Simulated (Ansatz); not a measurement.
# CH2AlN (SMILES N#[C][AlH2]): levels of theory compared

We compute a comparison of 3 runs (HF/aug-cc-pVDZ, wB97M-V/aug-cc-pVDZ, MP2/aug-cc-pVDZ) of CH2AlN. 

Program for the calculation: Ansatz 0.2.0.

69 further runs of the same task are left out: 69 set aside as unsound or not needed.

**1. Starting point**

The species is CH2AlN (5 atoms), meant as a singlet with charge 0. SMILES: `N#[C][AlH2]`. The C2–Al3 distance was set to 4.263 Å, away from the relaxed value. At this shape a bond of the SMILES string is far longer than usual.

Bond lengths: N1–C2 1.154 Å, Al3–H4 1.573 Å, Al3–H5 1.572 Å. Angles: H4–Al3–H5 126.1°.

**2. A single-point energy at HF/aug-cc-pVDZ (run 1)**

Contents of run.yaml:

```yaml
crystal:
  periodic: [false, false, false]
  atoms:
    - {symbol: N, position_ang: [2.727972, -2.651593, 2.769872]}
    - {symbol: C, position_ang: [2.059872, -2.003593, 2.087472]}
    - {symbol: Al, position_ang: [-0.407200, 0.390000, -0.434600]}
    - {symbol: H, position_ang: [-1.629700, -0.322900, -1.120200]}
    - {symbol: H, position_ang: [-0.009700, 1.903200, -0.592600]}
basis:
  gaussian:
    orbitals: aug-cc-pVDZ
accuracy: high
output:
  orbitals: {seedname: orbitals}
hamiltonian:
  xc: hf
```

On the command line:

```bash
ansatz run run.yaml --threads 1 --pin off --max-ram 3480MiB --events-out events.jsonl --progress --plain --runs-dir runs
```

The log of the run:

```text
Warning: RAYON_NUM_THREADS=1 ignored (pool sized by the plan → 1); use --threads N
Functional definition: HF
  name "HF"
  exchange = exact_x
  correlation = 0
1722 factors; integrals over basis functions are off by at most 3.5e-9 eV
mean field evaluation 1: about -9117.7909 eV, gradient 3.6e1 eV
mean field evaluation 2: about -9117.7922 eV, gradient 3.6e1 eV
mean field evaluation 4: about -9121.6411 eV, gradient 5.2e0 eV
mean field evaluation 8: about -9121.7620 eV, gradient 9.8e-2 eV
mean field -9121.76208188 eV, -335.2185735568 hartree, gradient 2.1e-8 eV, S^2 0.000000; 0 other end points of the search recorded, 0 dependent functions left out
reference -9121.76208188 eV, -335.2185735568 hartree; 14, 14 occupied and 77, 77 virtual orbitals, 1722 factors
Total energy: -9121.76208188 eV, -335.2185735568 hartree
```

Wall time 1.9 s (1 thread of Arm Neoverse V2, shared host); peak memory 0.2 GiB.

**3. The energy at wB97M-V/aug-cc-pVDZ (run 2)**

Contents of molecule.yaml:

```yaml
crystal:
  periodic: [false, false, false]
  atoms:
    - symbol: "N"
      position_ang: [2.727972, -2.651593, 2.769872]
    - symbol: C
      position_ang: [2.059872, -2.003593, 2.087472]
    - symbol: Al
      position_ang: [-0.407200, 0.390000, -0.434600]
    - symbol: H
      position_ang: [-1.629700, -0.322900, -1.120200]
    - symbol: H
      position_ang: [-0.009700, 1.903200, -0.592600]
basis:
  gaussian:
    orbitals: aug-cc-pVDZ
accuracy: high
hamiltonian:
  xc: {name: wB97M-V}
output: {orbitals: {seedname: orbitals}}
```

On the command line:

```bash
ansatz run molecule.yaml --threads 1 --pin off --max-ram 3480MiB --events-out events.jsonl --progress --plain --runs-dir runs
```

The log of the run:

```text
Warning: RAYON_NUM_THREADS=1 ignored (pool sized by the plan → 1); use --threads N
Functional definition: wB97M-V
  name "wB97M-V"
  parameter omega = 0.3/bohr
  parameter cx = 0.15
  parameter cx01 = 1.007
  parameter cx10 = 0.259
  parameter css00 = 0.443
  parameter css04 = -1.437
  parameter css10 = -4.535
  parameter css20 = -3.390
  parameter css43 = 4.278
  parameter cos00 = 1.000
  parameter cos10 = 1.358
  parameter cos20 = 2.924
  parameter cos21 = -8.812
  parameter cos60 = -1.390
  parameter cos61 = 9.142
  parameter b = 6.0
  parameter c = 0.01
  gx(w, u) = 1 - cx + cx01*u + cx10*w
  gss(w, u) = css00 + css04*u^4 + css10*w + css20*w^2 + css43*w^4*u^3
  gos(w, u) = cos00 + cos10*w + (cos20 + cos21*u)*w^2 + (cos60 + cos61*u)*w^6
  exchange = spin_sum(e_x_unif_sr(omega)*gx(b97_w, b97_u_x)) + cx*exact_x_sr(omega) + exact_x_lr(omega)
  correlation = spin_sum(e_c_pw_mod_same_spin*gss(b97_w, b97_u_same))
      + integral(e_c_pw_mod_opposite_spin*gos(b97_w_opposite, b97_u_opposite)) + vv10(b, c)
1722 factors; integrals over basis functions are off by at most 3.5e-9 eV
540 factors; integrals over basis functions are off by at most 2.3e-9 eV
mean field evaluation 1: about -9143.8647 eV, gradient 4.5e1 eV
mean field evaluation 2: about -9025.4585 eV, gradient 1.2e2 eV
mean field evaluation 4: about -9149.3759 eV, gradient 5.6e0 eV
mean field evaluation 8: about -9149.7972 eV, gradient 1.4e-1 eV
mean field evaluation 16: about -9149.7969 eV, gradient 6.7e-5 eV
mean field -9149.79690263 eV, -336.2488342167 hartree, gradient 5.3e-8 eV, S^2 0.000000; 0 other end points of the search recorded, 0 dependent functions left out
reference -9149.79691451 eV, -336.2488346531 hartree; 14, 14 occupied and 77, 77 virtual orbitals, 1722 factors
Total energy: -9149.79691451 eV, -336.2488346531 hartree
```

Wall time 43 s (1 thread of Arm Neoverse V2, shared host); peak memory 0.48 GiB.

**4. The energy at MP2/aug-cc-pVDZ (run 3)**

Contents of input.yaml:

```yaml
basis:
  gaussian:
    orbitals: aug-cc-pVDZ
crystal:
  periodic: [false, false, false]
  atoms:
    - {symbol: N, position_ang: [2.727972, -2.651593, 2.769872]}
    - {symbol: C, position_ang: [2.059872, -2.003593, 2.087472]}
    - {symbol: Al, position_ang: [-0.407200, 0.390000, -0.434600]}
    - {symbol: H, position_ang: [-1.629700, -0.322900, -1.120200]}
    - {symbol: H, position_ang: [-0.009700, 1.903200, -0.592600]}
correlation:
  method: mp2
  frozen_orbitals: {Al: 5, C: 1, H: 0, "N": 1}
accuracy: high
```

On the command line:

```bash
ansatz run input.yaml --threads 1 --pin off --max-ram 3480MiB --events-out events.jsonl --progress --plain --runs-dir runs
```

The log of the run:

```text
Warning: RAYON_NUM_THREADS=1 ignored (pool sized by the plan → 1); use --threads N
[... 4 set-up lines as earlier in the session ...]
1722 factors; integrals over basis functions are off by at most 3.5e-9 eV
mean field evaluation 1: about -9117.7909 eV, gradient 3.6e1 eV
mean field evaluation 2: about -9117.7922 eV, gradient 3.6e1 eV
mean field evaluation 4: about -9121.6411 eV, gradient 5.2e0 eV
mean field evaluation 8: about -9121.7620 eV, gradient 9.8e-2 eV
mean field -9121.76208188 eV, -335.2185735568 hartree, gradient 2.1e-8 eV, S^2 0.000000; 0 other end points of the search recorded, 0 dependent functions left out; unrestricted orbitals would lower it
mean field evaluation 16: about -9121.6712 eV, gradient 3.8e0 eV
7 core orbitals not correlated: weight in the atoms' cores, before any rotation towards them, 1.000 or more for the frozen orbitals, at most 0.000 for the correlated occupied ones
reference -9121.76208188 eV, -335.2185735568 hartree; 7, 7 occupied and 77, 77 virtual orbitals, 1722 factors
second order -9.64683423 eV of doubles, -0.00000000 eV of singles
Total energy: -9131.40891611 eV, -335.5730881758 hartree
```

Run time: 2.5 s. Hardware: 1 thread of Arm Neoverse V2, shared host; peak memory 0.2 GiB.

**5. Overview of the runs**

```
run                level  frozen core orbitals  energy (Eh)  HOMO energy (eV)  LUMO energy (eV)  HOMO–LUMO gap (eV)  wall time
  1       HF/aug-cc-pVDZ                     –  -335.218574             -9.35             -2.85                6.51      1.9 s
  2  wB97M-V/aug-cc-pVDZ                     –  -336.248835             -8.68             -3.61                5.07       43 s
  3      MP2/aug-cc-pVDZ                     7  -335.573088                 –                 –                   –      2.5 s
```

**6. What came out**

| quantity | value |
| --- | --- |
| run 3: total energy | -335.57309 Eh |
| run 3: correlation energy (7 core orbitals frozen) | -354.5 mEh |

In words: In run 3 the log says that unrestricted orbitals would lower the reference, so the values rest on an unstable closed-shell determinant (other closed-shell runs at this shape may share the fault). All runs together took 47 s, the longest 43 s.
